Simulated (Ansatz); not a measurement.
Input file:

```yaml
crystal:
  periodic: [false, false, false]
  atoms:
    - {symbol: B, position_ang: [0.000000, 0.000000, 1.153245]}
    - {symbol: N, position_ang: [0.000000, 0.000000, -0.080303]}
    - {symbol: H, position_ang: [0.000000, 0.000000, -1.072942]}
basis:
  gaussian: {orbitals: 6-31G}
total_charge: 1
magnetization: {spin_polarized: true, initial_magnetization: 2}
correlation: {method: ccsd_t, electrons: outside_noble_gas}
accuracy: high
```

```sh
$ ansatz run in.yaml --threads 1 --pin off --events-out ev --progress --plain --max-ram 2393MiB
```

Output:

```
466 factors; integrals over basis functions are off by at most 2.4e-9 eV
mean field evaluation 1: about -2153.0395 eV, gradient 2.7e1 eV
mean field evaluation 2: about -2153.0457 eV, gradient 2.7e1 eV
mean field evaluation 4: about -2156.6793 eV, gradient 1.9e0 eV
mean field evaluation 8: about -2156.7374 eV, gradient 6.1e-3 eV
mean field evaluation 16: about -2156.6747 eV, gradient 1.9e0 eV
mean field evaluation 32: about -2156.4479 eV, gradient 6.2e0 eV
mean field evaluation 64: about -2152.4714 eV, gradient 3.6e-4 eV
mean field -2156.73743814 eV, -79.2586389625 hartree, gradient 2.8e-8 eV, S^2 2.006062; 2 other end points of the search recorded, 0 dependent functions left out
2 core orbitals not correlated: weight in the atoms' cores, before any rotation towards them, 1.000 or more for the frozen orbitals, at most 0.000 for the correlated occupied ones
reference -2156.73743814 eV, -79.2586389625 hartree; 5, 3 occupied and 13, 15 virtual orbitals, 466 factors
second order -2.79217111 eV of doubles, -0.00000000 eV of singles
cycle   1  -3.00573375 eV  change   -2.1e-1 eV  update   6.0e-2
cycle   2  -3.16267310 eV  change   -1.6e-1 eV  update   2.5e-2
cycle   3  -3.21630563 eV  change   -5.4e-2 eV  update   1.3e-2
...
cycle  17  -3.22413234 eV  change   -1.4e-8 eV  update   2.5e-8
cycle  18  -3.22413232 eV  change    1.8e-8 eV  update   1.8e-8
cycle  19  -3.22413209 eV  change    2.3e-7 eV  update   8.8e-8
cycle  20  -3.22413204 eV  change    4.9e-8 eV  update   3.6e-8
cycle  21  -3.22413202 eV  change    1.8e-8 eV  update   1.1e-8
cycle  22  -3.22413202 eV  change    1.2e-9 eV  update   4.1e-9
cycle  23  -3.22413202 eV  change   -1.8e-9 eV  update   1.8e-9
cycle  24  -3.22413203 eV  change   -1.5e-9 eV  update  9.3e-10
cycle  25  -3.22413203 eV  change  -9.5e-10 eV  update  5.2e-10
cycle  26  -3.22413203 eV  change  -1.6e-10 eV  update  2.2e-10
perturbative correction -0.08420711 eV, -0.0030945542 hartree
Total energy: -2160.04577728 eV, -79.3802181832 hartree
```

Ran on 1 thread of Arm Neoverse V1, shared host: 0.54 s wall, 0.08 GiB peak host memory.
